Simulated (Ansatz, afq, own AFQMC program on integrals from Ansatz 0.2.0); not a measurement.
Two steps: Ansatz 0.2.0 writes the Fock matrix and Cholesky factors of the valence space, and afq projects on them the lowest state that overlaps trial and start.

```yaml
crystal:
  periodic: [false, false, false]
  atoms:
    - {symbol: Ga, position_ang: [0.000000, 0.000000, 0.000000]}
    - {symbol: Br, position_ang: [0.000000, 0.000000, 2.532600]}
basis:
  gaussian: {orbitals: cc-pVDZ}
total_charge: 1
magnetization: {spin_polarized: true, initial_magnetization: 3}
correlation: {method: ccsd_t, electrons: outside_noble_gas, hamiltonian_folder: ham}
```

```sh
$ ansatz run in.yaml --threads 1 --pin off --events-out ev --progress --plain --max-ram 1843MiB
```

afq runs on the folder ham with

```
--method free --trial mp1 --walkers 50 --time-step 0.05 --max-blocks 120 --target-error 0.00072 --factor-cut 1e-05 --seed 1218 --times 0.0,0.2,0.4,0.8,1.2 --taylor-order 8
```

Times are imaginary, in 1/Eh. The walk had a cap of 201 s. Filled inner d shells are frozen with the cores.

```
orbitals 26  electrons 6 3  factors 186 of 636
reference energy -4495.23141711 Eh
CCSD correlation -0.12444526 Eh in 14 cycles, weight of the determinant in the CISD state 0.9252
repeat  energy at the last time / Eh  error
    10  -4495.358333  0.000557
    20  -4495.358489  0.000368
    30  -4495.358402  0.000293
time / (1/Eh)  energy / Eh  error  mean overlap
  0.00  -4495.355987  0.000218  1.0591
  0.20  -4495.357094  0.000251  1.0514
  0.40  -4495.357833  0.000323  1.0521
  0.80  -4495.358647  0.000361  1.0418
  1.20  -4495.358454  0.000289  1.0606
energy -4495.358454 +/- 0.000289 Eh
```

Estimate how long the walk took on 1 thread of Arm Neoverse V1 (shared host).

14 s of wall time.

The run passed its tests (error under three times the target), which doesn't prove that it has relaxed.

Against this walk (error 7.9 meV) on the same determinant: CCSD(T) 3.9 meV higher (within the noise), CCSDT(Q) 69.7 meV lower. The error is statistical, and a free projection of finite length keeps a remainder of its start. None of these is a sure reference here.

Cautions: remainder of the start not in the error; no relativity below Rb; no spin-orbit coupling; inner d shell frozen; another spin lies lower; the time-step error isn't removed.

CCSDT and higher add their correlation energy to the determinant of the CCSD(T) run, since their own runs factorise the integrals more tightly (a shift of under 2 meV).
